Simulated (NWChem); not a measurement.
# Total energies of phosphine (H₃P)

```xyz
4

P     -0.1302    -0.0034     0.0000
H      0.6666    -0.5810     1.0357
H      0.6666    -0.5810    -1.0357
H      0.6204     1.2123     0.0000
```
Charge 0, spin multiplicity 1.

The numbers come from NWChem runs, not from measurements. Structure: optimised with PBE0/def2-SVP, a minimum by its harmonic frequencies.

Basis set: cc-pVDZ (33 functions).

```json
[
 {"method": "RHF", "total energy (Ha)": "-342.47016"},
 {"method": "MP2", "total energy (Ha)": "-342.60513"},
 {"method": "B2PLYP", "total energy (Ha)": "-342.99578"},
 {"method": "PBE", "total energy (Ha)": "-342.96774"},
 {"method": "B3LYP", "total energy (Ha)": "-343.16003"},
 {"method": "BLYP", "total energy (Ha)": "-343.12372"},
 {"method": "CCSD(T)", "total energy (Ha)": "-342.63770"}
]
```

Total energies of different functionals aren't comparable as a measure of quality: only differences taken within one method are. 

The correlated methods keep 5 core orbitals frozen. B3LYP has NWChem's definition, with VWN1-RPA local correlation. Coupled-cluster values serve here as a point of comparison, not as the truth.
